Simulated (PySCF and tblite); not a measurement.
The numbers below are computed, except where a source is named.
Molecule: C₃H₇NO, numbered as in [CH2:1]1[CH2:2][O:3][CH2:4][NH:5]1; H are named by their carrier, a and b as at the first point (Å):

```
C1      -0.651    0.855   -0.077
C2      -0.980   -0.660   -0.155
O3       0.167   -1.304    0.353
C4       1.236   -0.454   -0.004
N5       0.784    0.906    0.208
H1a     -0.842    1.339   -1.039
H1b     -1.228    1.365    0.694
H2a     -1.158   -0.963   -1.195
H2b     -1.833   -0.949    0.459
H4a      2.110   -0.709    0.595
H4b      1.470   -0.575   -1.075
H5       0.932    1.164    1.179
```

The ring 1–2–3–4–5 is held at Altona–Sundaralingam phase angles P (ν_j = ν_max cos(P + 144°(j − 2)), ν_j about the bond from ring atom j to j + 1, counted from 0) and the rest relaxed at GFN2-xTB. Energies: PBE0/pcSseg-1 + D3(BJ). Couplings: B3LYP/6-31G* with H pcJ-1, gas phase, for ¹H. Programs: tblite and PySCF.

Problem. How do the most sensitive couplings change along the phase angle P?

Solution. 
| phase angle P ° | ³J(H1a,H5) | ³J(H4b,H5) | ³J(H1a,H2b) | ³J(H1b,H2a) | ³J(H4a,H5) | ³J(H1b,H5) | ²J(H4a,H4b) | ³J(H1b,H2b) | ²J(H1a,H1b) |
| --- | --- | --- | --- | --- | --- | --- | --- | --- | --- |
| 0 | 8.4 | 13.4 | 3.2 | 7.0 | 7.9 | 12.5 | -7.7 | 9.5 | -10.9 |
| 36 | 13.2 | 14.0 | 8.3 | 2.2 | 6.8 | 8.1 | -7.7 | 8.3 | -12.5 |
| 72 | 14.1 | 13.3 | 10.4 | 0.2 | 8.7 | 6.5 | -7.2 | 5.7 | -12.4 |
| 108 | 13.3 | 9.3 | 10.2 | -0.1 | 11.1 | 7.9 | -5.7 | 4.6 | -11.8 |
| 144 | 8.0 | 2.7 | 10.4 | 0.2 | 9.9 | 10.9 | -2.9 | 6.5 | -10.4 |
| 180 | 0.8 | -0.5 | 8.2 | 2.3 | 4.9 | 10.2 | -1.7 | 10.4 | -7.5 |
| 216 | -0.9 | -0.7 | 2.5 | 7.7 | 2.6 | 6.5 | -1.5 | 10.9 | -7.3 |
| 252 | -0.5 | -0.7 | 0.1 | 10.2 | 4.2 | 5.2 | -0.4 | 7.6 | -7.4 |
| 288 | -0.8 | 1.2 | -0.2 | 10.2 | 7.8 | 7.6 | -1.4 | 6.2 | -6.8 |
| 324 | 1.3 | 8.1 | 0.2 | 10.2 | 9.9 | 12.7 | -5.5 | 7.7 | -7.7 |
Values in Hz.

Problem. Set ³J(H1a,H5) against its H–C–N–H torsion.

Solution. 80°: -0.5 Hz, 85°: -0.9 Hz, 87°: -0.8 Hz, 106°: 0.8 Hz, 108°: 1.3 Hz, 134°: 8.0 Hz, 136°: 8.4 Hz, 155°: 13.3 Hz, 157°: 13.2 Hz, 162°: 14.1 Hz.

Problem. With the energies 0.60, 0.00, 0.37, 1.56, 3.39, 4.38, 3.98, 3.56, 3.64, 2.45 kcal/mol at these points, what are the Boltzmann averages at 298 K?

Solution. ³J(H1a,H5) 12.4, ³J(H4b,H5) 13.4, ³J(H1a,H2b) 7.9, ³J(H1b,H2a) 2.5, ³J(H4a,H5) 7.7, ³J(H1b,H5) 8.5, ²J(H4a,H4b) -7.4, ³J(H1b,H2b) 7.7, ²J(H1a,H1b) -12.1 Hz, over these points alone; points not sampled, such as mirror images that interchange a and b, would even out couplings that symmetry makes equal.
